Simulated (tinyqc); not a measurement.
Inside a calculation. Method: Hueckel theory of the pi electrons, for the molecule NC(Cl)=C1C=C1 (SMILES; centres numbered as the heavy atoms are written). One step of it, computed by the program tinyqc.

Question. Energy, charges, bond orders. E = sum n x; q_r = z_r - P_rr; bond order p = P_rs; free valence = sqrt(3) - sum of p over the bonds of the atom.

x values: 2.360074  1.957358  1.717751  -0.055683  -1.000000  -1.569500

occupations: 2.000000  2.000000  2.000000  2.000000  0.000000  0.000000

charge and bond-order matrix P, lower triangle:
```
            1N         2C        3Cl        4C        5C        6C
1N    1.944866
2C    0.186200   1.371162
3Cl  -0.019631   0.066297   1.993010
4C   -0.235357   0.794852  -0.083800  0.995307
5C    0.091596  -0.309341   0.032613  0.391007  0.847828
6C    0.091596  -0.309341   0.032613  0.391007  0.847828  0.847828
```

Centres:

| centre | z_r, pi electrons of the neutral centre | h |
|---|---|---|
| 1N | 2 | 1.470000 |
| 2C | 1 | 0.000000 |
| 3Cl | 2 | 1.940000 |
| 4C | 1 | 0.000000 |
| 5C | 1 | 0.000000 |
| 6C | 1 | 0.000000 |

Bonds:

| i | j | k |
|---|---|---|
| 1 | 2 | 0.900000 |
| 2 | 3 | 0.370000 |
| 2 | 4 | 1 |
| 4 | 5 | 1 |
| 5 | 6 | 1 |
| 6 | 4 | 1 |

Give: pi energy = 8 alpha + this times beta; pi charges; Bond orders and lengths from R = 1.517 - 0.180 p; free valence of the carbons; gap between the highest filled and the next level.

Answer.

pi energy = 8 alpha + this times beta = 11.959

pi charges: 1N 0.055, 2C -0.371, 3Cl 0.007, 4C 0.005, 5C 0.152, 6C 0.152

Bond orders and lengths from R = 1.517 - 0.180 p (angstrom, C-C alone):

| bond | p | R |
|---|---|---|
| 1-2 | 0.186 | - |
| 2-3 | 0.066 | - |
| 2-4 | 0.795 | 1.374 |
| 4-5 | 0.391 | 1.447 |
| 5-6 | 0.848 | 1.364 |
| 6-4 | 0.391 | 1.447 |

free valence of the carbons: 2C 0.685, 4C 0.155, 5C 0.493, 6C 0.493

gap between the highest filled and the next level = 0.944 |beta|
